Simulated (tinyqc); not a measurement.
Orbital energy against energy difference: ionisation energy by orbital energies and by energy differences in the cc-pvdz basis, for LiH, spin multiplicity 1. Computed by the program tinyqc with PySCF. The cation is unrestricted; errors are against CCSD(T) in this basis, not against experiment.

Geometry (angstrom):
```
atom       x       y       z
Li    0.0000  0.0000  0.0000
H     0.0000  0.0000  1.5000
```

CCSD(T) difference in the same basis = 7.9845 eV

IP-EOM-CCSD = 7.9847 eV

First vertical ionisation energy (eV):
```
method     -e(HOMO)  E(cation) - E  error of -e(HOMO)  error of the difference
HF           8.3177       7.142129             0.3332                  -0.8424
LDA          4.4420       8.343851            -3.5426                   0.3593
B3LYP        5.3870       8.418687            -2.5976                   0.4341
PBE0         5.5216       8.139132            -2.4629                   0.1546
CAM-B3LYP    6.9454       8.405203            -1.0392                   0.4207
LC-wPBE      8.2596       8.220161             0.2750                   0.2356
```

Estimate the missing row, method = PBE.

Computed row:
```
method  -e(HOMO)  E(cation) - E  error of -e(HOMO)  error of the difference
PBE       4.4246       8.179643            -3.5599                   0.1951
```

Koopmans errs by +0.33 eV and Delta-HF by -0.84 eV: relaxation, 1.18 eV, lowers the value and the missing correlation difference works against it. The PBE level is off by -3.6 eV through the wrong tail of its potential, though its energy difference is off by +0.20 eV; exact exchange deepens the level, and among the orbital energies LC-wPBE comes closest; among the differences PBE0 does.
